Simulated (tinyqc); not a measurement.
Worked calculation: MP2 on RHF in the sto-3g basis, for LiH, spin multiplicity 1. One step of it, computed by the program tinyqc.

Task: Second-order Moller-Plesset energy. E2 = sum_ijab (ia|jb) [2 (ia|jb) - (ib|ja)] / (e_i + e_j - e_a - e_b) over occupied i, j and virtual a, b; the opposite-spin part is (ia|jb)^2 / denominator, the rest is same-spin, and SCS-MP2 scales them by 6/5 and 1/3.

orbital energies (hartree): MO1 -2.354426, MO2 -0.267849, MO3 0.076054, MO4 0.163504, MO5 0.163504, MO6 0.489978

Two-electron integrals over orbitals (pq|rs), unique and non-zero (hartree):
```
p,q,r,s,(pq|rs)
1,1,1,1,1.658949
2,1,1,1,-0.104423
2,1,2,1,0.011548
2,2,1,1,0.344617
2,2,2,1,0.004598
2,2,2,2,0.473681
3,1,1,1,-0.140016
3,1,2,1,0.010783
3,1,2,2,-0.013834
3,1,3,1,0.021868
3,2,1,1,0.018031
3,2,2,1,-0.002919
3,2,2,2,-0.052178
3,2,3,1,0.000050
3,2,3,2,0.015413
3,3,1,1,0.394523
3,3,2,1,-0.010024
3,3,2,2,0.218573
3,3,3,1,0.001489
3,3,3,2,0.010114
3,3,3,3,0.335282
4,1,4,1,0.009815
4,2,4,1,0.007356
4,2,4,2,0.022417
4,3,4,1,0.010297
4,3,4,2,0.019527
4,3,4,3,0.041283
4,4,1,1,0.396332
4,4,2,1,-0.003981
4,4,2,2,0.260538
4,4,3,1,-0.005023
4,4,3,2,0.008192
4,4,3,3,0.281381
4,4,4,4,0.312946
5,1,5,1,0.009815
5,2,5,1,0.007356
5,2,5,2,0.022417
5,3,5,1,0.010297
5,3,5,2,0.019527
5,3,5,3,0.041283
5,4,5,4,0.016869
5,5,1,1,0.396332
5,5,2,1,-0.003981
5,5,2,2,0.260538
5,5,3,1,-0.005023
5,5,3,2,0.008192
5,5,3,3,0.281381
5,5,4,4,0.279207
5,5,5,5,0.312946
6,1,1,1,0.064201
6,1,2,1,-0.009461
6,1,2,2,-0.007566
6,1,3,1,-0.003722
6,1,3,2,0.002265
6,1,3,3,0.011398
6,1,4,4,0.001148
6,1,5,5,0.001148
6,1,6,1,0.010183
6,2,1,1,-0.060433
6,2,2,1,0.003107
6,2,2,2,0.117900
6,2,3,1,0.002400
6,2,3,2,-0.037404
6,2,3,3,-0.016454
6,2,4,4,-0.025385
6,2,5,5,-0.025385
6,2,6,1,0.000151
6,2,6,2,0.126387
6,3,1,1,0.018985
6,3,2,1,-0.002872
6,3,2,2,-0.052882
6,3,3,1,0.004206
6,3,3,2,0.011742
6,3,3,3,0.036023
6,3,4,4,0.004125
6,3,5,5,0.004125
6,3,6,1,0.004355
6,3,6,2,-0.034115
6,3,6,3,0.027336
6,4,4,1,-0.006152
6,4,4,2,-0.019361
6,4,4,3,-0.013226
6,4,6,4,0.019819
6,5,5,1,-0.006152
6,5,5,2,-0.019361
6,5,5,3,-0.013226
6,5,6,5,0.019819
6,6,1,1,0.359857
6,6,2,1,0.001936
6,6,2,2,0.444399
6,6,3,1,-0.011248
6,6,3,2,-0.045671
6,6,3,3,0.240071
6,6,4,4,0.264982
6,6,5,5,0.264982
6,6,6,1,-0.004246
6,6,6,2,0.120965
6,6,6,3,-0.045005
6,6,6,6,0.444064
```

Hartree-Fock energy = -7.85009968 hartree

Give: Terms; Pair energies; MP2 correlation energy; SCS-MP2 correlation energy; MP2 total energy.

Result:

Terms:
```
i,j,a,b,(ia|jb),(ib|ja),denominator,term
2,2,6,6,0.126,0.126,-1.516,-0.011
2,2,6,3,-0.037,-0.037,-1.102,-1.27e-03
2,2,3,6,-0.037,-0.037,-1.102,-1.27e-03
2,2,5,5,0.022,0.022,-0.863,-5.82e-04
2,2,4,4,0.022,0.022,-0.863,-5.82e-04
2,2,3,3,0.015,0.015,-0.688,-3.45e-04
1,1,3,3,0.022,0.022,-4.861,-9.84e-05
1,1,5,5,0.010,0.010,-5.036,-1.91e-05
1,1,4,4,0.010,0.010,-5.036,-1.91e-05
1,2,5,5,0.007,0.007,-2.949,-1.83e-05
2,1,5,5,0.007,0.007,-2.949,-1.83e-05
2,1,4,4,0.007,0.007,-2.949,-1.83e-05
1,2,4,4,0.007,0.007,-2.949,-1.83e-05
1,1,6,6,0.010,0.010,-5.689,-1.82e-05
1,1,6,3,-3.72e-03,-3.72e-03,-5.275,-2.63e-06
1,1,3,6,-3.72e-03,-3.72e-03,-5.275,-2.63e-06
1,2,3,6,2.40e-03,2.27e-03,-3.188,-1.91e-06
2,1,6,3,2.40e-03,2.27e-03,-3.188,-1.91e-06
2,1,3,6,2.27e-03,2.40e-03,-3.188,-1.51e-06
1,2,6,3,2.27e-03,2.40e-03,-3.188,-1.51e-06
2,1,6,6,1.51e-04,1.51e-04,-3.602,-6.35e-09
1,2,6,6,1.51e-04,1.51e-04,-3.602,-6.35e-09
1,2,3,3,5.03e-05,5.03e-05,-2.774,-9.11e-10
2,1,3,3,5.03e-05,5.03e-05,-2.774,-9.11e-10
```

Pair energies (hartree; pair i-j sums ij and ji):
```
pair,opposite spin,same spin
1-1,-1.60e-04,0
2-1,-8.02e-05,-1.15e-08
2-2,-0.015,0
```

MP2 correlation energy = -0.01483 hartree

SCS-MP2 correlation energy = -0.01780 hartree

MP2 total energy = -7.86493 hartree
